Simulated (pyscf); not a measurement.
This saddle point was located with ωB97X-D3(BJ)/def2-SVP in PySCF.

```
C
C 1 1.3447
H 2 1.0929 1 123.55
H 1 1.0930 2 121.07 3 175.24
H 1 1.0930 4 118.49 2 168.73
Cl 2 1.7233 3 113.94 1 -176.79
C 1 2.4328 4 86.21 5 87.76
F 7 1.3192 1 106.61 4 125.91
F 7 1.3220 8 110.75 1 118.34
F 7 1.3238 8 110.69 9 122.99
```
Charge 0, spin multiplicity 2.

Surface: doublet, charge 0. Lowest wavenumbers (cm⁻¹): 219i, 20, 48, 92, 119.

Question: What reaction is this the transition state of?

Answer: `[CH2]=[CH][Cl]` + `[F][C]([F])[F]` [doublet] ⇌ `[F][C]([F])([F])[CH2][CH][Cl]` [doublet], an addition read from left to right: none broken and C–C formed. At ωB97M-D3(BJ)/def2-TZVP it lies +4.0 kJ/mol from the left side and +165.1 kJ/mol from the right (each side as separated species at their lowest minima found). This is the saddle that the search found; another between the same sides may lie lower.
